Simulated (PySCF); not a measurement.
Species: C2H2F2.
SMILES: `F/C=C\F`

Jobs on this species (6 atoms, 32 electrons) with PySCF (density fitting). Hardware of each: Arm Neoverse N1, one thread, on a shared host. Other jobs ran on the host; a repeat could differ by tens of per cent or more. Peak memory is the resident size of the whole Python process, interpreter and libraries included.

```json
{"level and settings": "PBE0-D3(BJ)/def2-SVP, grid level 1", "work": "geometry optimisation from an MMFF94s start", "basis functions": "66", "SCF cycles": "?", "wall time": "?", "peak memory": "?"}
{"level and settings": "PBE0/pcSseg-0", "work": "shieldings, charges and field gradients", "basis functions": "40", "SCF cycles": "?", "wall time": "?", "peak memory": "?"}
{"level and settings": "PBE0/aug-cc-pVDZ", "work": "shieldings, charges and field gradients", "basis functions": "110", "SCF cycles": "11", "wall time": "7.1 s", "peak memory": "0.45 GiB"}
{"level and settings": "LDA/pcJ-1", "work": "spin–spin couplings from 6 perturbed nuclei", "basis functions": "128", "SCF cycles": "13", "wall time": "6.1 s", "peak memory": "0.40 GiB"}
{"level and settings": "PBE/pcJ-1", "work": "spin–spin couplings from 6 perturbed nuclei", "basis functions": "128", "SCF cycles": "13", "wall time": "9.8 s", "peak memory": "0.40 GiB"}
{"level and settings": "CAM-B3LYP/pcJ-1", "work": "spin–spin couplings from 6 perturbed nuclei", "basis functions": "128", "SCF cycles": "12", "wall time": "14 s", "peak memory": "0.53 GiB"}
{"level and settings": "KT2/pcJ-1", "work": "spin–spin couplings from 6 perturbed nuclei", "basis functions": "128", "SCF cycles": "15", "wall time": "11 s", "peak memory": "0.40 GiB"}
{"level and settings": "PBE0/pcJ-1", "work": "spin–spin couplings from 6 perturbed nuclei", "basis functions": "128", "SCF cycles": "12", "wall time": "11 s", "peak memory": "0.44 GiB"}
{"level and settings": "PBE0/cc-pVTZ", "work": "shieldings, charges and field gradients", "basis functions": "148", "SCF cycles": "12", "wall time": "10 s", "peak memory": "0.53 GiB"}
```

Question: Fill in the missing figures.

Answer: 
- PBE0-D3(BJ)/def2-SVP, grid level 1; geometry optimisation from an MMFF94s start: 13 s, 0.28 GiB, 55 SCF cycles
- PBE0/pcSseg-0; shieldings, charges and field gradients: 2.8 s, 0.31 GiB, 10 SCF cycles

Question: What do all jobs in the table cost together?

Answer: About 85 s; the longest takes about 17 % of that, and about 5 times as long as the shortest.
